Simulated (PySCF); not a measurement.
CH2, SMILES [CH2] (connectivity only; charge and spin as stated), neutral, multiplicity 1. Coordinates come from a B3LYP-D3(BJ)/def2-TZVPD optimisation. The isomer is the one that the SMILES or the coordinates give; other isomers of the formula were not compared.

These are B3LYP-D3(BJ)/def2-TZVPD (PySCF) values and carry that method's errors.

Harmonic wavenumbers (cm⁻¹): 1403, 2911, 2976. Rotational constants (GHz): 598.7, 337.3, 215.7; symmetry number 2.

Problem. Work out the zero-point energy and the ideal-gas rigid-rotor harmonic-oscillator thermochemistry at 298.15 K and 1 atm.

Solution. ZPE = ½ Σ hcν = ½ × 7290 cm⁻¹ = 43.61 kJ/mol. H − E(el) = 53.54 kJ/mol. Entropy in J/(mol K): translation 141.68, rotation 47.28, vibration 0.07, total 189.03. G − E(el) = -2.82 kJ/mol. Cp = 33.70 J/(mol K).
